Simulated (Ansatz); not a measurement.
# BeMg⁻, doublet: the ladder up to full CI

Geometry: a point of a stretch scan, not a stationary point.

```yaml
atoms:
  - { symbol: Be, position_ang: [0.0000, 0.0000, 0.0000] }
  - { symbol: Mg, position_ang: [0.0000, 0.0000, 6.0090] }
```

Basis aug-cc-pVDZ; Ansatz 0.2.0. Correlated methods freeze the noble-gas cores, which leaves 5 electrons in 44 orbitals. R marks a restricted (for open shells ROHF) determinant, U an unrestricted one. Active spaces: pair = (3e, 3o) about the gap; valence = (5e, 8o) chosen from the atoms' valence shells. This anion state lies near or above the neutral species, so the extra electron is weakly bound or unbound and the energies hang on the diffuse functions. The metal's outer-core shells are frozen, which leaves out core–valence correlation.

Full CI is exact within this basis and frozen core; it isn't the basis-set limit. The frozen core follows each run's orbitals, which can shift R against U totals by a few meV.

Unrestricted rows (U) aren't spin-pure: their determinants' ⟨S²⟩ exceeds S(S+1) by up to 0.10, so they mix in states of higher spin. HF rows are the lowest solutions found. Coupled cluster chose its determinant by trial CCSD, here up to 0.07 eV above the lowest Hartree–Fock solution of its kind, and MP2 stands on that determinant too.

- UHF ⟨S²⟩: 0.876
- ⟨S²⟩ of the determinant under UCCSD: 0.853
- T1 diagnostic (RCCSD): 0.1509
- largest doubles amplitude (RCCSD): 0.132
- T1 diagnostic (UCCSD): 0.0971

```json
{"level": "RMP2", "E − E(determinant under the R cluster runs) (eV)": "-1.4597"}
{"level": "UMP2", "E − E(determinant under the R cluster runs) (eV)": "-1.4360"}
{"level": "RCCSD", "E − E(determinant under the R cluster runs) (eV)": "-2.3415"}
{"level": "UCCSD", "E − E(determinant under the R cluster runs) (eV)": "-2.3414"}
{"level": "RCCSD(T)", "E − E(determinant under the R cluster runs) (eV)": "-2.3888"}
{"level": "UCCSD(T)", "E − E(determinant under the R cluster runs) (eV)": "-2.3878"}
```

Estimate how far full CI in aug-cc-pVDZ lies from RCCSD(T). The table doesn't fix it; the size of (T) and the diagnostics are the guide.

Full CI in aug-cc-pVDZ lies 2.4 kJ/mol below RCCSD(T), which is 52 % of the (T) step (-4.6 kJ/mol). T1 is very large, a doubles amplitude is large, and the rest is a large part of (T).

The other levels:

```
                    level  E − E(full CI) (kJ/mol)  share of correlation (%)  wall time
                     RHF†                    225.7                         –          –
                  BCCD(T)                      2.6                     98.90       16 s
                   RCCSDT                      0.2                     99.91          –
                   UCCSDT                      0.2                     99.90          –
                RCCSDT(Q)                      0.0                     99.98       38 s
                UCCSDT(Q)                      0.1                     99.97       71 s
  CASSCF (valence space)†                     57.1                         –          –
  NEVPT2 (valence space)†                     29.5                         –        7 s
  MRCISD (valence space)†                      6.0                         –          –
MRCISD+Q (valence space)†                      2.1                         –        8 s
```

A dagger marks rows that describe another state than the reference (another or a broken symmetry, a higher spin or other natural occupations), so the difference isn't the method's error.

The correlation energy at full CI, counted from the determinant under the R cluster runs, is -2.413 eV. That run took 3.1 min on 1 thread of Arm Neoverse V1, shared host over 3,150,280 determinants.

Run but not shown, since their state, orbitals or frozen core can't be matched to the reference's or they repeat it: UHF, CISD, CASSCF (pair space), NEVPT2 (pair space).

Times hold each run's SCF and search for its determinant on a shared host, so for small cases they say little of a method's own cost; they ran on 1 thread of Arm Neoverse V1.

The full-CI state has the irrep A1 of C2v, in the program's axes (one component, if the state is degenerate).

Natural occupations of full CI about the gap: 1.848 1.813 0.962 0.062 0.062 0.061 0.050 0.050 0.025 0.017; effectively unpaired electrons, Σ n²(2−n)², 1.26.
